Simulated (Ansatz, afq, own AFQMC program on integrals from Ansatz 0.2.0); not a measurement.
## Where AFQMC and coupled cluster stand for HO, doublet

```xyz
2

O     0.0000    0.0000    0.0000
H     0.0000    0.0000    2.5850
```

Basis cc-pVDZ. Only valence electrons are correlated. Ansatz 0.2.0 and our own AFQMC program on the same integrals; the CISD trial comes from CCSD amplitudes, and released means the phaseless constraint is let go. Error bars are statistical, one sigma.

Determinant: ROHF, the one that the program's search chose, which needn't be the lowest solution. The geometry is a point of a scan.

Full CI on the same integrals is exact in this basis and with this determinant's frozen core.

Cautions: a spin-contaminated unrestricted determinant lies lower (UHF 5.49 eV lower, ⟨S²⟩ 1.74); the search met a lower determinant of the same kind, perhaps of another symmetry (2.04 eV lower); strong correlation (T1 0.303, weight of the determinant 0.34, largest double 0.14); the CCSD(T) amplitudes may be one of several solutions (largest double 0.14); the CCSDT(Q) amplitudes may be one of several solutions (largest double 0.72); the CCSDTQ amplitudes may be one of several solutions (largest double 0.70); the ph-AFQMC/CISD walk drifts between its halves (2.5 errors); the next higher spin lies close (full CI puts it 66 meV above).

```
T1 diagnostic                               : 0.3034
weight of the determinant in the CISD state : 0.342
size of the correlated space                : 7 electrons in 18 orbitals
```

| level | correlation energy (eV) |
| --- | --- |
| MP2 | -6.4972 |
| CCSD | -8.6211 |
| CCSD(T) | -8.6762 |

Estimate where phaseless AFQMC with the Hartree–Fock trial lies against CCSD(T) on the same integrals.

222.1 ± 5.4 kJ/mol above CCSD(T).

Reference: full CI, correlation energy -8.754 eV. The released energy is read at 2.40 1/Eh (meV from the phaseless value at times in 1/Eh: -14 ± 7 at 0.24, -19 ± 7 at 0.51, -19 ± 7 at 0.99, -37 ± 12 at 1.62, -41 ± 12 at 2.40). The cautions show a poor starting determinant, so the rows tell how each method copes with it here, and full CI is the sure value.

```json
{"level": "CCSD(T)", "E − E(reference) (kJ/mol)": "7.5", "share of correlation (%)": "99.11"}
{"level": "CCSDT", "E − E(reference) (kJ/mol)": "2.1", "share of correlation (%)": "99.75"}
{"level": "CCSDT(Q)", "E − E(reference) (kJ/mol)": "-1.5", "share of correlation (%)": "100.18"}
{"level": "CCSDTQ", "E − E(reference) (kJ/mol)": "0.1", "share of correlation (%)": "99.99"}
{"level": "ph-AFQMC/HF", "E − E(reference) (kJ/mol)": "229.7 ± 5.4", "share of correlation (%)": "72.81"}
{"level": "ph-AFQMC/CISD", "E − E(reference) (kJ/mol)": "5.6 ± 0.8", "share of correlation (%)": "99.34"}
{"level": "released AFQMC", "E − E(reference) (kJ/mol)": "1.6 ± 1.2", "share of correlation (%)": "99.81"}
```

CCSDT and higher add their correlation energy to the determinant of the CCSD(T) run, since their own runs factorise the integrals more tightly (a shift of under 2 meV). A walk keeps the symmetry of its determinant, which the program's search chose and which needn't be the lowest solution, so a lower state of the same spin and another symmetry isn't excluded. Released energies are given only where the last usable release times agree within the noise; a slower fall can still hide under it.
